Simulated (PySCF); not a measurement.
Compound: HLi.
SMILES: `[LiH]`

Theory: CAM-B3LYP/def2-TZVP geometry optimisation, gas phase (PySCF).

Take the most abundant isotopes and a rigid rotor. 

(1) What are the moment of inertia and the rotational constant?

(2) List the first levels of a rigid rotor in a Σ state.

(3) Where do the first rotational lines fall?

(4) Estimate the classical rotational partition function at 100 K and 200 K.

Answers

(1) I = 2.214 u·Å², B = 505379 MHz·u·Å²/I = 228259 MHz (7.6139 cm⁻¹, or 10.955 K as hB/k). For two atoms I = μr² with μ = 0.8812 u and r = 1.5851 Å.

(2) E(J) = BJ(J+1): J = 1: 15.228, J = 2: 45.683, J = 3: 91.367, J = 4: 152.278, J = 5: 228.417, J = 6: 319.784 cm⁻¹.

(3) The dipole is 5.76 D; J+1 ← J lies at 2B(J+1): 1 ← 0 at 456.52 GHz, 2 ← 1 at 913.04 GHz, 3 ← 2 at 1369.55 GHz, 4 ← 3 at 1826.07 GHz, 5 ← 4 at 2282.59 GHz, 6 ← 5 at 2739.11 GHz.

(4) Point group C∞v, symmetry number σ = 1; q = kT/(σhB), k/h = 20836.6 MHz/K: 9.1 at 100 K, 18.3 at 200 K.

No CAM-B3LYP/def2-TZVP frequencies stand behind this structure, so it isn't proved a minimum. Constants of a rigid frame at the computed geometry: no zero-point averaging, no centrifugal distortion.
